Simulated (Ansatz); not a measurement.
# Worked example: correlation energy of ClF, singlet

Geometry: a PBE0/def2-TZVP stationary point for this spin.

```xyz
2

F     0.0000    0.0000    0.0000
Cl    0.0000    0.0000    1.6197
```

Basis 6-31G; Ansatz 0.2.0. Only valence electrons are correlated (noble-gas cores frozen), which leaves 14 electrons in 16 orbitals. R marks a restricted (for open shells ROHF) determinant.

Full CI is exact within this basis and frozen core; it isn't the basis-set limit.

RCCSD has a T1 diagnostic of 0.008 and a largest doubles amplitude of 0.12.

Runs differ by some tens of microhartree through their thresholds, so steps under 0.03 kcal/mol mean nothing.

```csv
level,total energy (hartree)
RHF,-558.773712
RMP2,-558.944535
RCCSD,-558.950769
RCCSD(T),-558.953166
RCCSDT,-558.953361
RCCSDT(Q),-558.953984
RCCSDTQ,-558.953943
full CI,-558.953966
```

Task: What is the correlation energy at full CI, and what share of it do RMP2 and RCCSD recover?

Result: E(corr) = -558.953966 − (-558.773712) = -0.180254 hartree = -4.905 eV. RMP2: -0.170823 / -0.180254 = 94.77 %. RCCSD: -0.177057 / -0.180254 = 98.23 %.

Task: By how many kcal/mol does RCCSD(T) miss full CI (1 hartree = 627.509 kcal/mol), and which steps make up the rest?

Result: -558.953166 − (-558.953966) = 0.000800 hartree = 0.50 kcal/mol. Steps: RCCSDT − RCCSD(T) = -0.12, RCCSDT(Q) − RCCSDT = -0.39, RCCSDTQ − RCCSDT(Q) = 0.03, full CI − RCCSDTQ = -0.01 kcal/mol. That is within 1 kcal/mol of the reference in this basis, which itself misses far more of the correlation at the basis-set limit.
